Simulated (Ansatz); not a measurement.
**Worked example: C2H7Si → C2H5Si + H2**

Species: C2H7Si `CC[SiH2]`, doublet; C2H5Si `C=C[SiH2]`, doublet; H2 (hydrogen), singlet. 

Shapes, held fixed at every level: PBE0-D4/def2-TZVP. Flexible molecules stand in one conformer, not always the lowest. Programs: Ansatz 0.2.0. The zero-point and thermal change to 298 K, harmonic and unscaled (PBE0-D4/def2-TZVP), is -27.5 kJ/mol.

At B2PLYP/def2-TZVPP; 1 Eh = 2625.50 kJ/mol:

```
species  energy (Eh)
 C2H7Si  -369.697845
 C2H5Si  -368.473002
     H2    -1.169914
```

Q: Work out ΔH(298 K) of the reaction at this level.

A: 
1. Products less reactants: (-368.473002) + (-1.169914) − [(-369.697845)] = 0.054929 Eh = +144.2 kJ/mol.
2. With the thermal change: +144.2 + (-27.5) = +116.7 kJ/mol.

Other levels give +124.1 (HF/def2-SVP) to +152.5 kJ/mol (SPW92/def2-TZVPP). No measured value is set beside it here. Spin contamination: C2H5Si (⟨S²⟩ up to 0.90). Open shells run unrestricted unless RO is named.
